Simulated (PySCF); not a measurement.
PySCF input (HF/6-31G**):

```python
import numpy as np, basis_set_exchange as bse
from pyscf import gto, scf, dft, df
from pyscf.prop.nmr import rhf as nmr

basis = {'N': gto.basis.parse(bse.get_basis('6-31G**', elements=['N'], fmt='nwchem')), 'O': gto.basis.parse(bse.get_basis('6-31G**', elements=['O'], fmt='nwchem'))}
mol = gto.M(
    atom='''
    N    -0.00000000   -0.00000000   -1.19434265
    N    -0.00000000   -0.00000000   -0.07337328
    O     0.00000000    0.00000000    1.10925144
    ''',
    basis=basis,
    charge=0,
    verbose=4,
    max_memory=2160,
)
mf = scf.RHF(mol)
mf.conv_tol = 1e-9
mf.max_cycle = 100
print('smallest overlap eigenvalue', np.linalg.eigvalsh(mol.intor('int1e_ovlp'))[0])
mf.kernel()
dip = mf.dip_moment()
n = nmr.NMR(mf)
n.verbose = 2
n.max_cycle_cphf = 60
sigma = n.kernel()
for i, x in enumerate(sigma):
    print(mol.atom_symbol(i), i + 1, round(x.trace() / 3, 3))
```

Output:

```
PySCF version 2.14.0

[INPUT] verbose = 4
[INPUT] num. atoms = 3
[INPUT] num. electrons = 22
[INPUT] charge = 0
[INPUT] spin (= nelec alpha-beta = 2S) = 0
[INPUT] symmetry False subgroup None
[INPUT] Mole.unit = angstrom
[INPUT] Symbol           X                Y                Z      unit          X                Y                Z       unit  Magmom
[INPUT]  1 N      0.000000000000   0.000000000000  -1.194342650000 AA    0.000000000000   0.000000000000  -2.256980507387 Bohr   0.0
[INPUT]  2 N      0.000000000000   0.000000000000  -0.073373280000 AA    0.000000000000   0.000000000000  -0.138655404061 Bohr   0.0
[INPUT]  3 O      0.000000000000   0.000000000000   1.109251440000 AA    0.000000000000   0.000000000000   2.096181424879 Bohr   0.0

nuclear repulsion = 61.0534527481586
number of shells = 18
number of NR pGTOs = 81
number of NR cGTOs = 42
basis = {'N': [[0, [4173.51146, 0.00183477216], [627.457911, 0.013994627], [142.902093, 0.06858655181], [40.2343293, 0.232240873], [12.8202129, 0.4690699481], [4.39043701, 0.3604551991]], [0, [11.62636186, -0.1149611817], [2.716279807, -0.1691174786], [0.7722183966, 1.145851947]], [0, [0.2120314975, 1.0]], [1, [11.62636186, 0.06757974388], [2.716279807, 0.3239072959], [0.7722183966, 0.7408951398]], [1, [0.2120314975, 1.0]], [2, [0.8, 1.0]]], 'O': [[0, [5484.67166, 0.00183107443], [825.234946, 0.0139501722], [188.046958, 0.0684450781], [52.9645, 0.232714336], [16.8975704, 0.470192898], [5.79963534, 0.358520853]], [0, [15.53961625, -0.1107775495], [3.599933586, -0.1480262627], [1.01376175, 1.130767015]], [0, [0.2700058226, 1.0]], [1, [15.53961625, 0.07087426823], [3.599933586, 0.3397528391], [1.01376175, 0.7271585773]], [1, [0.2700058226, 1.0]], [2, [0.8, 1.0]]]}
ecp = {}
smallest overlap eigenvalue 0.0019750795379655335

******** <class 'pyscf.scf.hf.RHF'> ********
method = RHF
initial guess = minao
damping factor = 0
level_shift factor = 0
DIIS = <class 'pyscf.scf.diis.CDIIS'>
diis_start_cycle = 1
diis_space = 8
diis_damp = 0
SCF conv_tol = 1e-09
SCF conv_tol_grad = None
SCF max_cycles = 100
direct_scf = True
direct_scf_tol = 1e-13
Set gradient conv threshold to 3.16228e-05
Initial guess from minao.
init E= -184.347840592029
  HOMO = -0.344749440391726  LUMO = 0.111154655718109  gap/eV = 12.40578
cycle= 1 E= -183.557507718863  delta_E= 0.79  |g|= 0.78  |ddm|= 2.26
  HOMO = -0.499983534548447  LUMO = 0.0726599128346445  gap/eV = 15.58242
cycle= 2 E= -183.616208490506  delta_E= -0.0587  |g|= 0.574  |ddm|= 0.741
  HOMO = -0.500706903282263  LUMO = 0.149158157125415  gap/eV = 17.68373
cycle= 3 E= -183.675676063545  delta_E= -0.0595  |g|= 0.0594  |ddm|= 0.335
  HOMO = -0.484372851074646  LUMO = 0.16413053667707  gap/eV = 17.64668
cycle= 4 E= -183.676482199263  delta_E= -0.000806  |g|= 0.0197  |ddm|= 0.0599
  HOMO = -0.488530954903398  LUMO = 0.162566932791407  gap/eV = 17.71728
cycle= 5 E= -183.676615852107  delta_E= -0.000134  |g|= 0.0145  |ddm|= 0.0292
  HOMO = -0.488783214699884  LUMO = 0.161657210813709  gap/eV = 17.69939
cycle= 6 E= -183.676664277869  delta_E= -4.84e-05  |g|= 0.00283  |ddm|= 0.0124
  HOMO = -0.488571730339563  LUMO = 0.161928896905448  gap/eV = 17.70102
cycle= 7 E= -183.676669791801  delta_E= -5.51e-06  |g|= 0.000901  |ddm|= 0.00713
  HOMO = -0.488604002097858  LUMO = 0.161921227772025  gap/eV = 17.70169
cycle= 8 E= -183.676670098574  delta_E= -3.07e-07  |g|= 7.95e-05  |ddm|= 0.00166
  HOMO = -0.488599494909822  LUMO = 0.161928546901949  gap/eV = 17.70177
cycle= 9 E= -183.676670101728  delta_E= -3.15e-09  |g|= 1.36e-05  |ddm|= 0.000209
  HOMO = -0.488600573033624  LUMO = 0.161927487725643  gap/eV = 17.70177
cycle= 10 E= -183.676670101789  delta_E= -6.1e-11  |g|= 3.93e-06  |ddm|= 1.83e-05
  HOMO = -0.488600765457723  LUMO = 0.161927397424076  gap/eV = 17.70177
Extra cycle  E= -183.676670101793  delta_E= -4.38e-12  |g|= 1.83e-06  |ddm|= 4.04e-06
converged SCF energy = -183.676670101793
Dipole moment(X, Y, Z, Debye):  0.00000, -0.00000, -0.61790
N 1 89.906
N 2 1.925
O 3 192.556
```
